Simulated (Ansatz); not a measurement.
## C3H2FN: structure from calculated spectroscopic constants

These gas-phase data were calculated for one isomer of C3H2FN at PBE-D3(BJ)/def2-SVP (harmonic, unscaled wavenumbers; equilibrium rotational constants with average atomic masses):

```
rotational constants            : 13.96, 3.406, 2.738 GHz
all wavenumbers above 1500 cm⁻¹ : 3142, 3126, 2274, 1672
```

Candidates:

(1) `N#C/C=C/F`, a singlet
(2) `C=C(F)C#N`, a singlet
(3) `N#C/C=C\F`, a singlet

Q: Which candidate do the data belong to? Where the bands don't settle it, estimate the moments of inertia from typical bond lengths.

A: Candidate (3). The rotational constants decide: (1) would give 48.19, 2.288, 2.184 GHz; (2) would give 10.46, 4.152, 2.972 GHz.

The same quantities for all candidates:

```
     rotational constants (GHz)  wavenumbers above 1500 cm⁻¹  E above the lowest, PBE-D3(BJ)/def2-SVP (kcal/mol)
(1)         48.19, 2.288, 2.184       3129, 3120, 2273, 1673                                                 0.0
(2)         10.46, 4.152, 2.972       3230, 3115, 2280, 1663                                                 3.8
(3)         13.96, 3.406, 2.738       3142, 3126, 2274, 1672                                                 0.0
```

Programs: Ansatz 0.2.0.
